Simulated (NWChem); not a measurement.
NH, singlet; SMILES [NH]

Program: NWChem. Pople sets run with spherical d functions. Low-valent species are run as closed-shell singlets; no triplet was tried in these runs. Structure relaxed at the PBE0/def2-SVP level. Level: M05-2X/6-31G* with SMD (1 M gas to 1 M solution), gas-phase geometry.

| solvent | dielectric constant | solvation free energy (kcal/mol) | cavity-dispersion-structure term (kcal/mol) | dipole in solution (D) |
|---|---|---|---|---|
| water | 78.4 | -4.8 | 0.7 | 2.04 |
| cyclohexanone | 15.6 | -2.5 | 2.7 | 2.03 |
| dimethyl sulfoxide | 46.8 | -2.6 | 2.9 | 2.04 |
| ethanol | 24.9 | -3.1 | 2.3 | 2.03 |
